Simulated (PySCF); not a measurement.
# [NO2]− (nitrite) at wB97X-V/STO-3G

What is the vertical ionisation energy of [NO2]− (nitrite) at wB97X-V/STO-3G? 

The calculation is run with PySCF 2.14.0.

16 further runs of the same task are left out: 7 that didn't finish, 9 set aside as unsound or not needed.

## 1. The system as given

The species is [NO2]− (3 atoms), meant as a singlet with charge -1. SMILES: `O=N[O-]`. Geometry: relaxed at GFN2-xTB.

Bond lengths: O1–N2 1.272 Å, N2–O3 1.272 Å. Angles: O1–N2–O3 117.3°.

## 2. A single-point energy at wB97X-V/STO-3G

The input, geometry.xyz:

```xyz
3
NO2
O      0.332300     1.015250     0.295330
N      0.330220    -0.248730     0.154080
O     -0.662520    -0.766520    -0.449410
```

The input, calc.py:

```python
from pyscf import gto, dft

system = gto.M(
    atom='geometry.xyz',
    verbose=4,
    charge=-1,
    max_memory=1860,
    basis='sto-3g',
)

mf = dft.RKS(system, xc='wb97x-v')
mf.grids.level = 5
mf.conv_tol = 1e-10
mf.nlcgrids.level = 1
mf.kernel()
if not mf.converged:
    mf = mf.newton().run(mf.mo_coeff, mf.mo_occ)

e_tot = mf.e_tot
print('Final energy', e_tot)
```

Launch:

```
OMP_NUM_THREADS=1 python calc.py
```

The program printed:

```text
PySCF version 2.14.0

[INPUT] num. atoms = 3
[INPUT] num. electrons = 24
[INPUT] charge = -1
[INPUT] spin (= nelec alpha-beta = 2S) = 0
[INPUT] symmetry False subgroup None
[INPUT] Mole.unit = angstrom
[INPUT] Symbol           X                Y                Z      unit          X                Y                Z       unit  Magmom
[INPUT]  1 O      0.332300000000   1.015250000000   0.295330000000 AA    0.627955991193   1.918544447965   0.558092816368 Bohr   0.0
[INPUT]  2 N      0.330220000000  -0.248730000000   0.154080000000 AA    0.624025360854  -0.470031578963   0.291169001273 Bohr   0.0
[INPUT]  3 O     -0.662520000000  -0.766520000000  -0.449410000000 AA   -1.251981352047  -1.448512869002  -0.849261817641 Bohr   0.0

nuclear repulsion = 62.1883611346428
number of shells = 9
number of NR pGTOs = 45
number of NR cGTOs = 15
basis = sto-3g
ecp = {}

[... 62 lines left out ...]
converged SCF energy = -202.109344738047
Final energy -202.10934473804718
```

It took 8.1 s on 1 thread of Arm Neoverse V2, shared host; peak memory 0.17 GiB.

## 3. Doublet neutral NO2

The input, job.py:

```python
from pyscf import gto, dft

molecule = gto.M(
    atom=[
    ('O', (0.332300, 1.015250, 0.295330)),
    ('N', (0.330220, -0.248730, 0.154080)),
    ('O', (-0.662520, -0.766520, -0.449410)),
],
    spin=1,
    max_memory=1860,
    basis='sto-3g',
    verbose=3,
)

mf = dft.UKS(molecule)
mf.xc = 'wb97x-v'
mf.conv_tol = 1e-10
mf.nlcgrids.level = 1
mf.grids.level = 5
mf.kernel()
if not mf.converged:
    mf = mf.newton().run(mf.mo_coeff, mf.mo_occ)

etot = mf.e_tot
print('E = %.10f Eh' % etot)
```

Launch:

```
OMP_NUM_THREADS=1 python job.py
```

The program printed:

```text
converged SCF energy = -202.231480674559  <S^2> = 0.75581279  2S+1 = 2.0058044
E = -202.2314806746 Eh
```

Wall time 11 s (1 thread of Arm Neoverse V2, shared host); peak memory 0.18 GiB.

## 4. Results

Level: wB97X-V/STO-3G.

```
                                                             quantity          value
                                         singlet [NO2]−: total energy  -202.10934 Eh
                                          singlet [NO2]−: HOMO energy        5.48 eV
                                          singlet [NO2]−: LUMO energy       15.63 eV
singlet [NO2]−: HOMO–LUMO gap (to an unbound level, set by the basis)       10.15 eV
                                    doublet neutral NO2: total energy  -202.23148 Eh
                                   doublet neutral NO2: dipole moment         0.08 D
              doublet neutral NO2: HOMO energy (highest over α and β)       -7.49 eV
               doublet neutral NO2: LUMO energy (lowest over α and β)        1.21 eV
                                            doublet neutral NO2: ⟨S²⟩          0.756
                  vertical detachment energy (to the doublet neutral)      -3.323 eV
```

The species is unbound against losing an electron at this level, by 3.32 eV (−321 kJ/mol); missing correlation or diffuse functions can give that sign where the real anion is bound. In a minimal basis such a difference can be off by several eV, whatever the method. The HOMO (singlet [NO2]−) lies at positive energy, 5.48 eV; only total energies tell whether the electron is bound. Mulliken charges (doublet neutral NO2) run from -0.05 on O1 to +0.10 on N2; they depend strongly on the basis.
